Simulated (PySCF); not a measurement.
Compound: streptocyanine-1, CH₅N₂ (charge +1).
Atom-mapped SMILES: `[NH2:1][CH:2]=[NH2+:3]` (hydrogens: H4, H5 on N1; H6 on C2; H7, H8 on N3)

The same species was optimised twice, with GFN2-xTB and with PBE0-D3(BJ)/def2-SVP (PySCF), and the same property calculations (PySCF, gas phase) were run on both structures.

```json
{"coordinate": "C2–H6 (Å)", "GFN2-xTB": "1.087", "PBE0-D3(BJ)/def2-SVP": "1.096", "change": "+0.009"}
{"coordinate": "N1–C2 (Å)", "GFN2-xTB": "1.302", "PBE0-D3(BJ)/def2-SVP": "1.308", "change": "+0.006"}
{"coordinate": "N3–H8 (Å)", "GFN2-xTB": "1.011", "PBE0-D3(BJ)/def2-SVP": "1.016", "change": "+0.005"}
{"coordinate": "C2=N3 (Å)", "GFN2-xTB": "1.303", "PBE0-D3(BJ)/def2-SVP": "1.308", "change": "+0.005"}
{"coordinate": "N1–H5 (Å)", "GFN2-xTB": "1.011", "PBE0-D3(BJ)/def2-SVP": "1.016", "change": "+0.005"}
{"coordinate": "N3–H7 (Å)", "GFN2-xTB": "1.014", "PBE0-D3(BJ)/def2-SVP": "1.017", "change": "+0.003"}
{"coordinate": "N1–H4 (Å)", "GFN2-xTB": "1.014", "PBE0-D3(BJ)/def2-SVP": "1.017", "change": "+0.003"}
{"coordinate": "C2–N3–H8 (°)", "GFN2-xTB": "121.4", "PBE0-D3(BJ)/def2-SVP": "120.0", "change": "-1.4"}
{"coordinate": "C2–N3–H7 (°)", "GFN2-xTB": "121.8", "PBE0-D3(BJ)/def2-SVP": "123.2", "change": "+1.4"}
{"coordinate": "C2–N1–H5 (°)", "GFN2-xTB": "121.3", "PBE0-D3(BJ)/def2-SVP": "120.0", "change": "-1.3"}
{"coordinate": "C2–N1–H4 (°)", "GFN2-xTB": "121.8", "PBE0-D3(BJ)/def2-SVP": "123.2", "change": "+1.4"}
{"coordinate": "N1–C2–N3 (°)", "GFN2-xTB": "124.5", "PBE0-D3(BJ)/def2-SVP": "125.8", "change": "+1.3"}
{"coordinate": "N3–C2–H6 (°)", "GFN2-xTB": "117.7", "PBE0-D3(BJ)/def2-SVP": "117.1", "change": "-0.6"}
{"coordinate": "N1–C2–H6 (°)", "GFN2-xTB": "117.7", "PBE0-D3(BJ)/def2-SVP": "117.1", "change": "-0.6"}
{"coordinate": "H7–N3–H8 (°)", "GFN2-xTB": "116.8", "PBE0-D3(BJ)/def2-SVP": "116.9", "change": "+0.1"}
```

Rotational constants: A = 59566, B = 10425, C = 8872 MHz (GFN2-xTB) against A = 59997, B = 10230, C = 8740 MHz (PBE0-D3(BJ)/def2-SVP). Point groups within 0.08 Å: C2v and C2v.

On the GFN2-xTB structure: HOMO (eV) -14.43 [PBE0/pcSseg-1]; LUMO (eV) -6.14 [PBE0/pcSseg-1]; GIAO shielding of N1/N3 (mean) (ppm) 139.9 [PBE0/pcSseg-1]; GIAO shielding of C2 (ppm) 25.2 [PBE0/pcSseg-1].

Question: What do these properties become on the PBE0-D3(BJ)/def2-SVP structure?

Answer: 
```
                                    property          level  on GFN2-xTB  on PBE0-D3(BJ)/def2-SVP  change
                                   HOMO (eV)  PBE0/pcSseg-1       -14.43                   -14.41   +0.02
                                   LUMO (eV)  PBE0/pcSseg-1        -6.14                    -6.15   -0.01
energy, GFN2-xTB geometry as zero (kcal/mol)  PBE0/pcSseg-1          0.0                     -0.1    -0.1
        GIAO shielding of N1/N3 (mean) (ppm)  PBE0/pcSseg-1        139.9                    138.1    -1.8
                  GIAO shielding of C2 (ppm)  PBE0/pcSseg-1         25.2                     23.8    -1.4
```

The heavy atoms differ by 0.010 Å rms after alignment. Among all bonds C2–H6 changes most (+0.009 Å). Changes are differences of the printed values. Neither structure is proved a minimum here. Isolated species at its PBE0-D3(BJ)/def2-SVP geometry, gas phase.

Conformer computed: `[NH2:1][CH:2]=[NH2+:3]`: H–N1–C2–N3 0°, H–N1–C2–N3 180°.
